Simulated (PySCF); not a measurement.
Species: C₅H₈O.
Numbering: `[CH2:1]=[CH:2]/[CH:3]=[CH:4]/[O:5][CH3:6]` (hydrogens: H7, H8 on C1; H9 on C2; H10 on C3; H11 on C4; H12, H13, H14 on C6)

The same species was optimised twice, with GFN2-xTB and with PBE0-D3(BJ)/def2-SVP (PySCF), and the same property calculations (PySCF, gas phase) were run on both structures.

| coordinate | GFN2-xTB | PBE0-D3(BJ)/def2-SVP | change |
| --- | --- | --- | --- |
| C4–O5 (Å) | 1.351 | 1.337 | -0.014 |
| C3=C4 (Å) | 1.336 | 1.349 | +0.013 |
| C1=C2 (Å) | 1.330 | 1.342 | +0.012 |
| C2–C3 (Å) | 1.443 | 1.449 | +0.006 |
| O5–C6 (Å) | 1.408 | 1.402 | -0.006 |
| C1–C2–C3 (°) | 123.8 | 125.3 | +1.5 |
| C3–C4–O5 (°) | 128.8 | 128.1 | -0.7 |
| C2–C3–C4 (°) | 122.2 | 121.7 | -0.5 |
| C4–O5–C6 (°) | 117.7 | 118.0 | +0.3 |
| C1–C2–C3–C4 (°) | 180 | 180 | 0 |
| C3–C4–O5–C6 (°) | 0 | 0 | 0 |

Rotational constants: A = 12863, B = 1612, C = 1446 MHz (GFN2-xTB) against A = 12903, B = 1602, C = 1438 MHz (PBE0-D3(BJ)/def2-SVP). Point groups within 0.08 Å: Cs and Cs. Atoms that the bonding makes alike are paired by their places after alignment.

On the GFN2-xTB structure: HOMO (eV) -6.06 [PBE0/pcSseg-1]; LUMO (eV) -0.25 [PBE0/pcSseg-1]; dipole (D) 1.24 [PBE0/pcSseg-1]; GIAO shielding of C1 (ppm) 69.8 [PBE0/pcSseg-1]; GIAO shielding of C2 (ppm) 45.6 [PBE0/pcSseg-1]; GIAO shielding of C3 (ppm) 76.8 [PBE0/pcSseg-1]; GIAO shielding of C4 (ppm) 26.3 [PBE0/pcSseg-1]; GIAO shielding of O5 (ppm) 220.1 [PBE0/pcSseg-1]; GIAO shielding of C6 (ppm) 130.9 [PBE0/pcSseg-1].

What do these properties become on the PBE0-D3(BJ)/def2-SVP structure?

```csv
property,level,on GFN2-xTB,on PBE0-D3(BJ)/def2-SVP,change
HOMO (eV),PBE0/pcSseg-1,-6.06,-6.02,+0.04
LUMO (eV),PBE0/pcSseg-1,-0.25,-0.29,-0.04
dipole (D),PBE0/pcSseg-1,1.24,1.32,+0.08
"energy, GFN2-xTB geometry as zero (kcal/mol)",PBE0/pcSseg-1,0.0,-0.3,-0.3
GIAO shielding of C1 (ppm),PBE0/pcSseg-1,69.8,67.4,-2.4
GIAO shielding of C2 (ppm),PBE0/pcSseg-1,45.6,42.8,-2.8
GIAO shielding of C3 (ppm),PBE0/pcSseg-1,76.8,75.7,-1.1
GIAO shielding of C4 (ppm),PBE0/pcSseg-1,26.3,25.0,-1.3
GIAO shielding of O5 (ppm),PBE0/pcSseg-1,220.1,218.2,-1.9
GIAO shielding of C6 (ppm),PBE0/pcSseg-1,130.9,130.0,-0.9
```

The heavy atoms differ by 0.016 Å rms after alignment. Among bonds between heavy atoms C3=C4 and C4–O5 change most and about equally (-0.014 to +0.013 Å). Changes are differences of the printed values. Neither structure is proved a minimum here.

Conformer computed: `[CH2:1]=[CH:2]/[CH:3]=[CH:4]/[O:5][CH3:6]`: C1–C2–C3–C4 180°, C3–C4–O5–C6 0°.
